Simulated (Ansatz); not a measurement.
A made-up structure of BSiH$_{4}$O (charge -1), closed shell:

B1  (-1.104, 0.345, -0.565)
O2  (-0.396, 0.302, 0.541)
Si3  (0.934, -0.734, 1.113)
H4  (-0.854, -0.357, -1.529)
H5  (-2.051, 1.113, -0.638)
H6  (1.933, 0.419, 1.347)
H7  (-0.396, 1.100, 1.091)
(Å)

It is relaxed with PBE-D4/def2-SVPD and then PBE0-D4/def2-TZVPD (Ansatz 0.2.0). Atoms count as bonded within 1.22 times the sum of their covalent radii (H–H: 0.88 Å). The end point is not checked to be a true minimum.

(1) Does its bonding change? (A judgement: the text doesn't fix the answer.)

## Answers

(1) By the calculation: Yes. Formed: Si3–H7; broken: O2–H7.

Where it ends: The first stage lowers the energy by 4.10 eV in 26 steps. It ends as BSiH₄O ([BH2][O][SiH2]), total charge -1:
B1  (-1.155, 0.555, -0.848)
O2  (-0.454, 0.716, 0.253)
Si3  (0.705, -0.429, 1.003)
H4  (-1.091, -0.455, -1.525)
H5  (-1.902, 1.451, -1.211)
H6  (1.810, 0.623, 1.249)
H7  (0.155, -0.273, 2.439)
(Å)

Labels in which every atom is bracketed show which atoms are joined, not bond orders.

For scale, one of the runs: PBE0-D4/def2-TZVPD relaxation, 156 basis functions, launched by `ansatz run in.yaml --threads 2 --pin off --events-out ev --progress --plain --max-ram 4352MiB`. The run took about 62 s on 2 CPU threads of an Arm Neoverse V2 (shared host).
